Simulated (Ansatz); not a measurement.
This was printed by a script on Ansatz 0.2.0, Python API, for a geometry optimisation of C3H3N, SMILES C[C]C#N. What did the script look like? Use: Hartree-Fock, def2-SVP basis, multiplicity 3.

```xyz
7

C    -0.8815    0.0549   -0.0082
C     0.3729    0.9101    0.0652
C     1.5764    0.0725    0.0260
N     2.5261   -0.5880   -0.0050
H    -0.8989   -0.5228   -0.9570
H    -1.7718    0.7160    0.0236
H    -0.9233   -0.6426    0.8554
```

```console
$ python run_opt.py
step   1  E = -4614.172278 eV  largest force component 4.0637 eV/A
step   2  E = -4614.618904 eV  largest force component 2.2530 eV/A
step   3  E = -4614.780148 eV  largest force component 1.2586 eV/A
step   4  E = -4614.838842 eV  largest force component 0.4228 eV/A
step   5  E = -4614.856969 eV  largest force component 0.4266 eV/A
step   6  E = -4614.879489 eV  largest force component 0.2103 eV/A
step   7  E = -4614.880718 eV  largest force component 0.0856 eV/A
step   8  E = -4614.880800 eV  largest force component 0.0445 eV/A
step   9  E = -4614.880831 eV  largest force component 0.0116 eV/A
step  10  E = -4614.880836 eV  largest force component 0.0112 eV/A
step  11  E = -4614.880840 eV  largest force component 0.0016 eV/A
E = -4614.880840 eV = -169.5937428 Ha
converged: True  doubts: none
final positions (A) and the move of each atom
C    -0.98430    0.02065   -0.01185    0.1084
C     0.44533    0.39039    0.03179    0.5258
C     1.71516    0.01564    0.02407    0.1500
N     2.89286   -0.20517    0.02528    0.5310
H    -1.21855   -0.50839   -0.93770    0.3206
H    -1.60831    0.91227    0.03874    0.2559
H    -1.24228   -0.62529    0.82967    0.3205
```

One script that gives this output:

`run_opt.py`
```python
'''Geometry optimisation of C3H3N.'''

import ansatz as az
import numpy as np

c3h3n = (
    az.Crystal.molecule()
    .atom('C', [-0.8815, 0.0549, -0.0082])
    .atom('C', [0.3729, 0.9101, 0.0652])
    .atom('C', [1.5764, 0.0725, 0.026])
    .atom('N', [2.5261, -0.588, -0.005])
    .atom('H', [-0.8989, -0.5228, -0.957])
    .atom('H', [-1.7718, 0.716, 0.0236])
    .atom('H', [-0.9233, -0.6426, 0.8554])
)

base = (
    c3h3n.calculation()
    .basis(gaussian='def2-SVP')
    .functional('HF')
    .spin('collinear', total=2)
)
symbols = [site.symbol for site in c3h3n.cartesian_sites]
start = np.array([site.position_ang for site in c3h3n.cartesian_sites], dtype=float)
def progress(event):
    if event['event'] == 'relax_step':
        row = event['data']
        print(f'step {row["step"]:3d}  E = {row["lagrangian_ev"]:.6f} eV  largest force component {row["allowed_force_max_ev_ang"]:.4f} eV/A')


data = base.relax(force_tolerance=0.01, max_steps=100).session().plan().execute(on_event=progress).report
end = np.array(data['positions_ang'])

print(f'E = {data["free_energy_ev"]:.6f} eV = {data["free_energy_ev"] / 27.211386246:.7f} Ha')
print('converged:', data['converged'], ' doubts:', data['published_state_doubts'] or 'none')

print('final positions (A) and the move of each atom')
for symbol, xyz, old in zip(symbols, end, start):
    print(f'{symbol:2s} {xyz[0]:10.5f} {xyz[1]:10.5f} {xyz[2]:10.5f}   {np.linalg.norm(xyz - old):7.4f}')
with open('c3h3n_opt.xyz', 'w') as handle:
    handle.write(f'{len(symbols)}\nrelaxed C3H3N\n')
    handle.writelines(f'{s:2s} {x:11.6f} {y:11.6f} {z:11.6f}\n' for s, (x, y, z) in zip(symbols, end))
```

Notes:
- Total energies depend on the basis set; only differences at equal settings carry meaning.
- The end point is the stationary point reached from this start; no frequency run checks that it is a minimum, and the basis set is modest.
- The run takes the species as open-shell (spin multiplicity 3), which needn't be its ground state.
- The expectation value of S² is noticeably off S(S+1) in at least one run, so that state is spin-contaminated.
- Run time: 14 s on 1 thread of Arm Neoverse V1 (shared host), peak memory 0.2 GiB.
